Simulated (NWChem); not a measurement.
**One shape, several levels: doublet [BHO2]+**

We compute a comparison of 6 runs (U-r2SCAN/def2-TZVPP, UBHLYP/def2-TZVPP, UBLYP/def2-TZVPP, UM06-L/def2-TZVPP, UPBE/def2-TZVPP, UTPSS/def2-TZVPP) of doublet [BHO2]+. 

The results are computed with NWChem 7.3.0.

1 further run of the same task is left out (it didn't finish).

## Step 1: The structure to begin with

[BHO2]+ has 4 atoms, charge +1, and is taken as a doublet. SMILES of the parent species: `O=BO`. Geometry: relaxed at PBE0-D4/def2-TZVP. That shape belongs to the parent species and isn't relaxed for this state.

Bond lengths: O1–B2 1.210 Å, B2–O3 1.322 Å, O3–H4 0.960 Å. Angles: O1–B2–O3 177.5°, B2–O3–H4 117.0°.

## Step 2: The energy at U-r2SCAN/def2-TZVPP (run 1)

Contents of work.xyz:

```xyz
4

O     -1.555100     0.523500     0.428500
B     -0.423900     0.132000     0.248600
O      0.816700    -0.302000     0.108600
H      1.162300    -0.353500    -0.785700
```

Contents of work.nw:

```
echo
start work
memory total 2200 mb
charge 1

geometry units angstroms noautosym nocenter noautoz
  load work.xyz
end

basis spherical bse
  O library def2-TZVPP
  B library def2-TZVPP
  H library def2-TZVPP
end

dft
  xc r2scan
  mult 2
  grid fine
  convergence energy 1e-08
  iterations 100
  mulliken
end

task dft energy
```

On the command line:

```bash
$ nwchem work.nw > work.out
```

Log:

```text
[...]
          Wavefunction type:  spin polarized.
          No. of atoms     :     4
          No. of electrons :    21
[...]
          Charge           :     1
          Spin multiplicity:     2
[...]
          AO basis - number of functions:   107
[...]
              XC Information
              --------------
                      r^2SCAN Method XC Functional
               r^2SCAN metaGGA Exchange Functional  1.000
                     r^2SCAN Correlation Potential  1.000
[...]
 d= 0,ls=0.0,diis     1   -175.3428903463 -2.29D+02  7.05D-03  4.95D-01     2.3
[...]
 d= 0,ls=0.0,diis    13   -175.5271377285 -4.46D-09  1.90D-07  6.65D-10    25.4
[...]
         Total DFT energy =     -175.527137728544
      One electron energy =     -340.229826258191
           Coulomb energy =      131.935532927610
    Exchange-Corr. energy =      -21.238424885112
 Nuclear repulsion energy =       54.005580487150
[...]
      Total Density - Mulliken Population Analysis
     ---------------------------------------------
    Atom       Charge   Shell Charges
 -----------   ------   -------------------------------------------------------
    1 O    8     7.83   0.79  1.17  0.64  0.91  0.35  1.82  1.67  0.45  0.00  0.02  0.00
    2 B    5     4.49   0.92  1.05  0.56  0.14  0.00  1.00  0.57  0.01  0.10  0.09  0.05
    3 O    8     7.99   0.79  1.18  0.61  0.89  0.29  1.89  1.82  0.51  0.00  0.01  0.00
    4 H    1     0.69   0.24  0.35  0.01  0.02  0.06  0.01
[...]
      <S2> =      0.7630 (Exact =     0.7500)
[...]
```

Run time: 26 s. Hardware: 1 thread of AMD EPYC 7B13 (Zen 3), shared host; peak memory 0.12 GiB.

## Step 3: A single-point energy at UBHLYP/def2-TZVPP (run 2)

Contents of run.py:

```python
from ase import Atoms
from ase.calculators.nwchem import NWChem

mol = Atoms(['O', 'B', 'O', 'H'], positions=[
    [-1.555100, 0.523500, 0.428500],
    [-0.423900, 0.132000, 0.248600],
    [0.816700, -0.302000, 0.108600],
    [1.162300, -0.353500, -0.785700],
])

calc = NWChem(
    label='bho2',
    theory='dft',
    memory='2200 mb',
    basis='def2-TZVPP',
    basispar='spherical bse',
    charge=1,
    dft={'xc': 'bhlyp', 'mult': '2', 'grid': 'fine', 'convergence': 'energy 1e-08', 'iterations': '100', 'mulliken': None},
    task='energy',
)
mol.calc = calc

print("Total energy (eV):", round(mol.get_potential_energy(), 6))
```

On the command line:

```bash
$ export ASE_NWCHEM_COMMAND="nwchem PREFIX.nwi > PREFIX.nwo"
$ python run.py
```

Log:

```text
Total energy (eV): -4776.539245
```

The calculator wrote bho2.nwi:

```
title "bho2"

permanent_dir bho2

scratch_dir bho2

start bho2

geometry units angstrom nocenter noautosym noautoz
  O  -1.5550999999999999e+00 5.2349999999999997e-01 4.2849999999999999e-01
  B  -4.2390000000000000e-01 1.3200000000000001e-01 2.4859999999999999e-01
  O  8.1669999999999998e-01 -3.0199999999999999e-01 1.0860000000000000e-01
  H  1.1623000000000001e+00 -3.5349999999999998e-01 -7.8569999999999995e-01
end

charge 1

memory 2200 mb

basis spherical bse noprint
   * library def2-TZVPP
end

dft
  xc bhlyp
  mult 2
  grid fine
  convergence energy 1e-08
  iterations 100
  mulliken
end

task dft energy
```

bho2.nwo:

```text
Northwest Computational Chemistry Package (NWChem) 7.3.0
             --------------------------------------------------------

           Job information
           ---------------

    nwchem branch   = 7.3.0
    use scalapack   = T
    input           = bho2.nwi
    prefix          = bho2.
    data base       = bho2/bho2.db
    status          = startup
    nproc           =        1

           Memory information
           ------------------

    heap     =     72089600 doubles =      550.0 Mbytes
    stack    =     72089597 doubles =      550.0 Mbytes
    global   =    144179200 doubles =     1100.0 Mbytes (distinct from heap & stack)
    total    =    288358397 doubles =     2200.0 Mbytes
    verify   = yes
    hardfail = no

           Directory information
           ---------------------

  0 permanent = bho2
  0 scratch   = bho2

                                NWChem Input Module
                                -------------------

                                       bho2
                                       ----

[... 24 lines left out ...]
            Nuclear Dipole moment (a.u.)
[... 54 lines left out ...]
  convergence criterion.
[... 16 lines left out ...]
          Convergence on density requested:  1.00D-05
[... 22 lines left out ...]
          Spatial weights used:  Erf1
[... 3 lines left out ...]
          Convergence aids based upon iterative change in
[... 82 lines left out ...]
         Total DFT energy =     -175.534581024824
[... 1 line left out ...]
           Coulomb energy =      131.944726420583
[... 1 line left out ...]
 Nuclear repulsion energy =       54.005580487150
[... 760 lines left out ...]
                     DFT Final Beta Molecular Orbital Analysis
[... 837 lines left out ...]
   alpha     91     92     93     94     95     96     97     98     99    100
    beta     91     92     93     94     95     96     97     98     99    100
 overlap   0.995  0.983  0.985  0.995  0.948  0.997  0.943  1.000  0.999  0.993

   alpha    101    102    103    104    105    106    107
    beta    101    102    103    104    105    106    107
 overlap   1.000  0.999  1.000  1.000  1.000  1.000  1.000

     --------------------------
     Expectation value of S2:
     --------------------------
      <S2> =      0.7627 (Exact =     0.7500)

 center of mass
 --------------
 x =  -0.65726706 y =   0.19924163 z =   0.45242907

 moments of inertia (a.u.)
 ------------------
          27.055828728854          58.503818117670          27.339209915687
          58.503818117670         175.951385631258          -9.262376654710
          27.339209915687          -9.262376654710         189.397212069369

     Multipole analysis of the density
     ---------------------------------

     L   x y z        total         alpha         beta         nuclear
     -   - - -        -----         -----         ----         -------
     0   0 0 0      1.000000    -11.000000    -10.000000     22.000000

     1   1 0 0     -0.174902      7.543376      5.253558    -12.971835
[... 8 lines of this table left out ...]
     2   0 0 2     -8.594317     -9.120794     -8.363988      8.890464

 Task  times  cpu:       24.0s     wall:       24.0s
 Total times  cpu:       24.1s     wall:       24.1s
```

It took 26 s on 1 thread of AMD EPYC 7B13 (Zen 3), shared host; peak memory 0.12 GiB.

Runs 3 to 4 aren't shown in full; the table further down has their settings and results.

## Step 4: A single-point energy at UPBE/def2-TZVPP (run 5)

Contents of mymol.nw:

```
start mymol
title "BHO2"
memory 2200 mb
charge 1

geometry units angstrom noautosym nocenter noautoz
   O       -1.555100       0.523500       0.428500
   B       -0.423900       0.132000       0.248600
   O        0.816700      -0.302000       0.108600
   H        1.162300      -0.353500      -0.785700
end

basis spherical bse
   * library def2-TZVPP
end

dft
   xc xpbe96 cpbe96
   mult 2
   grid fine
   convergence energy 1e-08
   iterations 100
   mulliken
end

task dft
```

On the command line:

```bash
$ nwchem mymol.nw > mymol.out
```

Log:

```text
[...]
          Wavefunction type:  spin polarized.
          No. of atoms     :     4
          No. of electrons :    21
[...]
          Charge           :     1
          Spin multiplicity:     2
[...]
          AO basis - number of functions:   107
[...]
              XC Information
              --------------
          PerdewBurkeErnzerhof Exchange Functional  1.000
            Perdew 1991 LDA Correlation Functional  1.000 local
           PerdewBurkeErnz. Correlation Functional  1.000 non-local
[...]
 d= 0,ls=0.0,diis     1   -175.2279419399 -2.29D+02  7.87D-03  5.38D-01     2.3
[...]
 d= 0,ls=0.0,diis    13   -175.4216639463 -3.36D-09  7.23D-08  1.36D-10    26.3
[...]
         Total DFT energy =     -175.421663946256
      One electron energy =     -340.193622726978
           Coulomb energy =      131.873542105462
    Exchange-Corr. energy =      -21.107163811890
 Nuclear repulsion energy =       54.005580487150
[...]
      Total Density - Mulliken Population Analysis
     ---------------------------------------------
    Atom       Charge   Shell Charges
 -----------   ------   -------------------------------------------------------
    1 O    8     7.77   0.79  1.17  0.64  0.90  0.32  1.83  1.61  0.48  0.00  0.01  0.00
    2 B    5     4.61   0.92  1.05  0.59  0.14  0.01  1.06  0.59  0.03  0.09  0.09  0.05
    3 O    8     7.93   0.79  1.18  0.61  0.89  0.26  1.90  1.76  0.53  0.00  0.01  0.00
    4 H    1     0.69   0.24  0.34  0.02  0.02  0.06  0.01
[...]
      <S2> =      0.7564 (Exact =     0.7500)
[...]
```

Run time: 27 s. Hardware: 1 thread of AMD EPYC 7B13 (Zen 3), shared host; peak memory 0.12 GiB.

## Step 5: The energy at UTPSS/def2-TZVPP (run 6)

Contents of bho2.nw:

```
start bho2
title "BHO2 energy"
memory 2200 mb
charge 1

geometry units angstroms noautosym nocenter noautoz
   O     -1.555100     0.523500     0.428500
   B     -0.423900     0.132000     0.248600
   O      0.816700    -0.302000     0.108600
   H      1.162300    -0.353500    -0.785700
end

basis spherical bse
   * library def2-TZVPP
end

dft
   xc xtpss03 ctpss03
   mult 2
   grid fine
   convergence energy 1e-08
   maxiter 100
   mulliken
end

task dft energy
```

On the command line:

```bash
$ nwchem bho2.nw > bho2.out
```

Log:

```text
[...]
          Wavefunction type:  spin polarized.
          No. of atoms     :     4
          No. of electrons :    21
[...]
          Charge           :     1
          Spin multiplicity:     2
[...]
          AO basis - number of functions:   107
[...]
              XC Information
              --------------
                  TPSS metaGGA Exchange Functional  1.000
             TPSS03 metaGGA Correlation Functional  1.000
[...]
 d= 0,ls=0.0,diis     1   -175.4532885706 -2.29D+02  7.54D-03  4.76D-01     2.5
[...]
 d= 0,ls=0.0,diis    13   -175.6376131782 -7.52D-10  5.87D-08  7.53D-11    26.5
[...]
         Total DFT energy =     -175.637613178184
      One electron energy =     -340.253420518458
           Coulomb energy =      131.956481392523
    Exchange-Corr. energy =      -21.346254539399
 Nuclear repulsion energy =       54.005580487150
[...]
      Total Density - Mulliken Population Analysis
     ---------------------------------------------
    Atom       Charge   Shell Charges
 -----------   ------   -------------------------------------------------------
    1 O    8     7.78   0.80  1.18  0.64  0.92  0.30  1.82  1.64  0.46  0.00  0.02  0.00
    2 B    5     4.58   0.92  1.05  0.56  0.19  0.00  1.03  0.57  0.02  0.09  0.10  0.05
    3 O    8     7.96   0.79  1.18  0.61  0.90  0.25  1.90  1.80  0.51  0.00  0.01  0.00
    4 H    1     0.68   0.24  0.33  0.02  0.02  0.06  0.01
[...]
      <S2> =      0.7583 (Exact =     0.7500)
[...]
```

Run time: 27 s. Hardware: 1 thread of AMD EPYC 7B13 (Zen 3), shared host; peak memory 0.12 GiB.

## Step 6: All runs side by side

```tsv
run	level	energy (Eh)	HOMO energy (eV)	LUMO energy (eV)	⟨S²⟩	wall time
1	U-r2SCAN/def2-TZVPP	-175.527138	-17.84	-15.99	0.763	26 s
2	UBHLYP/def2-TZVPP	-175.534581	-20.81	-13.46	0.763	26 s
3	UBLYP/def2-TZVPP	-175.599154	-17.23	-16.36	0.756	23 s
4	UM06-L/def2-TZVPP	-175.595385	-17.58	-15.95	0.762	30 s
5	UPBE/def2-TZVPP	-175.421664	-17.34	-16.45	0.756	27 s
6	UTPSS/def2-TZVPP	-175.637613	-17.48	-16.18	0.758	27 s
```

## Step 7: Summary of results

```
                                 quantity          value
                      run 6: total energy  -175.63761 Eh
run 6: HOMO energy (highest over α and β)      -17.48 eV
 run 6: LUMO energy (lowest over α and β)      -16.18 eV
                              run 6: ⟨S²⟩          0.758
```

**Reading.** Totals of different functionals can't be ranked against each other. All runs together took 2.6 min, the longest 30 s.
